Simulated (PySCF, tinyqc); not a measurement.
Worked calculation (part 2 of 2): RHF in the sto-3g basis, for H2O, spin multiplicity 1. The lowest restricted solution is unstable here: a spin-polarised one lies 0.0001 hartree lower (PySCF). Computed by tinyqc, a small Python program that keeps every step (integrals from PySCF). Command: `OMP_NUM_THREADS=1 python tinyqc.py 28957 28958 out.jsonl` (the two numbers bound the seeds that draw the settings). One thread of a shared host (Intel(R) Xeon(R) Processor @ 2.60GHz), about 0.06 s of CPU time with the checks.

Geometry (angstrom):
```
atom         x          y         z
O     0.000000   0.000000  0.000000
H     0.000000   1.037000  0.721000
H     0.000000  -1.037000  0.721000
```

## Iteration 12 (converged): orbitals

converged F (hartree), order 1O 1s, 1O 2s, 1O 2px, 1O 2py, 1O 2pz, 2H 1s, 3H 1s:
```
[[-20.271198, -5.164920, 0.000000, 0.000000, -0.021472, -0.583486, -0.583486],
 [-5.164920, -2.385713, 0.000000, 0.000000, -0.033022, -0.602310, -0.602310],
 [0.000000, 0.000000, -0.386946, 0.000000, 0.000000, 0.000000, 0.000000],
 [0.000000, 0.000000, 0.000000, -0.169182, 0.000000, -0.321446, 0.321446],
 [-0.021472, -0.033022, 0.000000, 0.000000, -0.214863, -0.264909, -0.264909],
 [-0.583486, -0.602310, 0.000000, -0.321446, -0.264909, -0.294288, -0.133346],
 [-0.583486, -0.602310, 0.000000, 0.321446, -0.264909, -0.133346, -0.294288]]
```

X, order 1O 1s, 1O 2s, 1O 2px, 1O 2py, 1O 2pz, 2H 1s, 3H 1s:
```
[[1.023063, -0.131483, 0.000000, 0.000000, -0.004547, 0.015598, 0.015598],
 [-0.131483, 1.098647, 0.000000, 0.000000, 0.039842, -0.163691, -0.163691],
 [0.000000, 0.000000, 1.000000, 0.000000, 0.000000, 0.000000, 0.000000],
 [0.000000, 0.000000, 0.000000, 1.047079, 0.000000, -0.134289, 0.134289],
 [-0.004547, 0.039842, 0.000000, 0.000000, 1.020689, -0.085346, -0.085346],
 [0.015598, -0.163691, 0.000000, -0.134289, -0.085346, 1.073587, -0.035409],
 [0.015598, -0.163691, 0.000000, 0.134289, -0.085346, -0.035409, 1.073587]]
```

Diagonalise F' = X^T F X, C = X C', fill 5 alpha and 5 beta electrons from the bottom; D = 2 C_occ C_occ^T. Each column has its largest component positive (the first on a tie).

F' = X^T F X (hartree):
```
[[-19.901019, -2.670980, 0.000000, 0.000000, -0.043597, -0.037590, -0.037590],
 [-2.670980, -1.373853, 0.000000, 0.000000, 0.078594, -0.307596, -0.307596],
 [0.000000, 0.000000, -0.386946, 0.000000, 0.000000, 0.000000, 0.000000],
 [0.000000, 0.000000, 0.000000, -0.010496, 0.000000, -0.337102, 0.337102],
 [-0.043597, 0.078594, 0.000000, 0.000000, -0.135303, -0.250177, -0.250177],
 [-0.037590, -0.307596, 0.000000, -0.337102, -0.250177, -0.048883, -0.036330],
 [-0.037590, -0.307596, 0.000000, 0.337102, -0.250177, -0.036330, -0.048883]]
```

orbital energies (hartree): [-20.279092, -1.165488, -0.488259, -0.400419, -0.386946, 0.349611, 0.465211]

coefficients C, order 1O 1s, 1O 2s, 1O 2px, 1O 2py, 1O 2pz, 2H 1s, 3H 1s:
```
[[0.994676, -0.246612, 0.000000, 0.077176, 0.000000, -0.091102, 0.000000],
 [0.022397, 0.935847, 0.000000, -0.389139, 0.000000, 0.501747, 0.000000],
 [0.000000, 0.000000, 0.000000, 0.000000, 1.000000, 0.000000, 0.000000],
 [0.000000, 0.000000, 0.605164, 0.000000, 0.000000, 0.000000, 0.875340],
 [0.002125, 0.047417, 0.000000, 0.741256, 0.000000, 0.711525, 0.000000],
 [-0.003470, 0.122324, 0.460242, 0.369562, 0.000000, -0.649368, -0.648958],
 [-0.003470, 0.122324, -0.460242, 0.369562, 0.000000, -0.649368, 0.648958]]
```

D after iteration 12, order 1O 1s, 1O 2s, 1O 2px, 1O 2py, 1O 2pz, 2H 1s, 3H 1s:
```
[[2.112307, -0.477092, 0.000000, 0.000000, 0.095255, -0.010192, -0.010192],
 [-0.477092, 2.055482, 0.000000, 0.000000, -0.488057, -0.058825, -0.058825],
 [0.000000, 0.000000, 2.000000, 0.000000, 0.000000, 0.000000, 0.000000],
 [0.000000, 0.000000, 0.000000, 0.732446, 0.000000, 0.557043, -0.557043],
 [0.095255, -0.488057, 0.000000, 0.000000, 1.103426, 0.559466, 0.559466],
 [-0.010192, -0.058825, 0.000000, 0.557043, 0.559466, 0.726747, -0.120542],
 [-0.010192, -0.058825, 0.000000, -0.557043, 0.559466, -0.120542, 0.726747]]
```

## Convergence

Stop when the energy changes by less than 1e-10 hartree and every element of the error matrix X^T (F D S - S D F) X is below 3e-06.

Course of the cycle:
```
iteration   E (hartree)     change  largest element of the error matrix
1          -69.33336612          -                             7.98e+00
2          -74.69972420  -5.37e+00                             3.45e-01
3          -74.83395980  -1.34e-01                             1.08e-01
4          -74.85005844  -1.61e-02                             4.10e-02
5          -74.85280598  -2.75e-03                             1.37e-02
6          -74.85382776  -1.02e-03                             4.25e-03
7          -74.85393136  -1.04e-04                             9.73e-04
8          -74.85393708  -5.73e-06                             2.47e-04
9          -74.85393751  -4.20e-07                             4.64e-05
10         -74.85393752  -1.42e-08                             1.17e-05
11         -74.85393752  -7.15e-10                             1.26e-06
12         -74.85393752  -2.60e-12                             1.03e-07
```

PySCF RHF in the same basis = -74.85393752 hartree

Converged in 12 iterations.

## Populations, bond orders and dipole

overlap S, order 1O 1s, 1O 2s, 1O 2px, 1O 2py, 1O 2pz, 2H 1s, 3H 1s:
```
[[1.000000, 0.236704, 0.000000, 0.000000, 0.000000, 0.026187, 0.026187],
 [0.236704, 1.000000, 0.000000, 0.000000, 0.000000, 0.298688, 0.298688],
 [0.000000, 0.000000, 1.000000, 0.000000, 0.000000, 0.000000, 0.000000],
 [0.000000, 0.000000, 0.000000, 1.000000, 0.000000, 0.228714, -0.228714],
 [0.000000, 0.000000, 0.000000, 0.000000, 1.000000, 0.159019, 0.159019],
 [0.026187, 0.298688, 0.000000, 0.228714, 0.159019, 1.000000, 0.105453],
 [0.026187, 0.298688, 0.000000, -0.228714, 0.159019, 0.105453, 1.000000]]
```

Mulliken: Z minus the diagonal of D S on the atom; Loewdin: the same with S^(1/2) D S^(1/2); Mayer order: 2 sum_s sum (D(s) S)_ij (D(s) S)_ji over the two atoms.

Charges (e):
```
atom   Mulliken    Loewdin
1O    -0.174866  -0.134100
2H     0.087433   0.067050
3H     0.087433   0.067050
```

Mayer bond orders:
```
pair     order
2-1   0.982319
3-1   0.982319
3-2   0.010036
```

dipole moment about the origin, x y z (debye): [0.000000, 0.000000, 1.287236]
